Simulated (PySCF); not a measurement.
Ligands exchanged one at a time, B H-Cl. All species are isolated molecules in the gas phase. Strings in code marks are SMILES.

The dipole moment from two functionals at the same geometries (CAM-B3LYP-D3(BJ)/def2-TZVP), both in PySCF: PBE-D3(BJ)/def2-TZVP and CAM-B3LYP-D3(BJ)/def2-TZVP. 

| species | PBE-D3(BJ)/def2-TZVP (D) |
|---|---|
| 0 of 3 H replaced by Cl (`B`) | 0.00 |
| 1 of 3 H replaced by Cl | 0.38 |
| 2 of 3 H replaced by Cl (`ClBCl`) | 0.33 |
| 3 of 3 H replaced by Cl (`ClB(Cl)Cl`) | 0.00 |

Task: What does CAM-B3LYP-D3(BJ)/def2-TZVP give for each?

Result: 
- 0 of 3 H replaced by Cl (`B`): 0.00
- 1 of 3 H replaced by Cl: 0.60
- 2 of 3 H replaced by Cl (`ClBCl`): 0.50
- 3 of 3 H replaced by Cl (`ClB(Cl)Cl`): 0.00
Over these rows, drawn at random from the members with no instability flagged (it was tested for open shells, ions and some series alone), PBE minus CAM-B3LYP-D3(BJ): mean -0.10 D, from -0.22 D to 0.00 D.
